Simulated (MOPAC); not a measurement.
MOPAC input (PM7):

```
PM7 FORCE THERMO(298,298) PRECISE LET GEO-OK AUX(PRECISION=9) THREADS=1
C2Cl4

C    -0.00041990 1   -0.00053153 1    0.66544230 1
C     0.00041990 1    0.00053305 1   -0.66543139 1
Cl    0.00435117 1    1.42096276 1    1.58175801 1
Cl   -0.00634607 1   -1.42353114 1    1.57944974 1
Cl   -0.00435120 1   -1.42097059 1   -1.58176183 1
Cl    0.00634610 1    1.42353808 1   -1.57945228 1
```

Q: Which zero-point energy does it print?

A: 9.83 kcal/mol, from the harmonic wavenumbers of PM7.
